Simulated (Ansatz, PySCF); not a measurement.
Barrier height from CHN (SMILES [C-]#[NH+]) to the transition structure CHN, without zero-point energy, on the benchmark's geometries as Psi4's copy of the set gives them.
Transition structure (charge 0, multiplicity 1):
```xyz
3

C      0.080     0.620     0.000
N      0.080    -0.568     0.000
H     -1.044     0.255     0.000
```
Reactant (charge 0, multiplicity 1):
```tsv
atom	x (Å)	y (Å)	z (Å)
C	0.0000	0.0000	-0.7372
N	0.0000	0.0000	0.4321
H	0.0000	0.0000	1.4270
```

Open shells are unrestricted; no spin–orbit coupling.

Cores are frozen in the correlated methods. Rows in 6-31G* carry no dispersion term and start afresh at each structure (6-31G* with six Cartesian d functions).

Programs: Ansatz (a first-principles code) with Gaussian orbitals; PySCF for 6-31G* rows. Values without a source in brackets are computed.

Task: Give the barrier height at the level HF/6-31G*.

Result: 1.70 eV

Task: Give the barrier height at the level B97M-V/def2-TZVPPD.

Result: 1.41 eV

Task: What is the computed barrier height (SCS-MP2/cc-pVDZ)?

Result: 1.47 eV
